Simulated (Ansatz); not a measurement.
Saddle point of CH$_{6}$BN, singlet (CH₆BN ([CH3][BH][NH2]) → BNH₂ ([BH][NH]) + CH₄; bonds formed: C2–H4; bonds broken: B1–C2, N3–H4), PBE0-D4/def2-TZVP structure:

```
9
angstrom
B -0.6257 -0.0681 -0.5555
C 0.4271 0.5740 0.7641
N -0.0975 -1.2251 -0.9727
H 0.5451 -0.5151 0.0647
H -1.5287 0.6974 -0.7269
H 1.3470 0.1631 1.2084
H 0.6864 1.5460 0.3478
H -0.3014 0.6550 1.5691
H -0.4524 -1.8273 -1.6991
```

Energies are electronic, without zero-point energy. Barriers and step energies count from the start structure reached by relaxing down the imaginary mode; all methods use the PBE0-D4 structures, on which another method's saddle can fall below an end. Ansatz 0.2.0; basis: def2-TZVPP, with def2-QZVPP for the basis limit; cores frozen in the correlated methods. B3LYP uses VWN-RPA correlation. Extrapolation: Hartree–Fock as exp(−7.88 √X), correlation as X^−2.97.

```tsv
method	barrier (kJ/mol)	step energy (kJ/mol)
SPW92	295.4	171.3
PBE-D4	?	140.7
BLYP-D4	?	117.9
r2SCAN-D4	325.5	144.4
B97M-V	340.9	141.4
PBE0-D4	331.0	153.4
B3LYP-D4	339.3	130.9
r2SCAN0-D4	340.4	153.8
BHLYP-D4	366.3	144.5
CAM-B3LYP-D4	346.9	138.5
wB97X-V	345.8	146.0
wB97M-V	339.0	138.8
B2PLYP	340.7	127.6
PBE-QIDH	343.0	152.4
RPA on PBE	340.3	126.8
HF	408.0	135.1
MP2	?	130.6
CCSD	355.4	135.5
CCSD(T)	342.8	132.3
```

Task: Fill in the withheld barriers. (Judge from chemistry; the value comes from the calculation.)

Result: By the calculation: PBE-D4 308.2; BLYP-D4 321.8; MP2 334.5 kJ/mol. Each is the energy of the saddle less that of the start structure, by the same method.

For comparison, the barrier by CCSD(T) at an estimated basis limit (MP2 extrapolated from triple and quadruple zeta, plus CCSD(T) − MP2 in triple zeta) is 340.9 kJ/mol.

No T1 diagnostic of these runs exceeds 0.015.

Labels in which every atom is bracketed show which atoms are joined, not bond orders.

For scale, one of the runs: CCSD(T)/def2-TZVPP, 177 basis functions, launched by `ansatz run in.yaml --threads 2 --pin off --events-out ev --progress --plain --max-ram 4352MiB`. The run took 16 s on 2 CPU threads of an Intel Xeon Platinum 8488C (shared host), with 1.7 GiB of host memory at its peak.
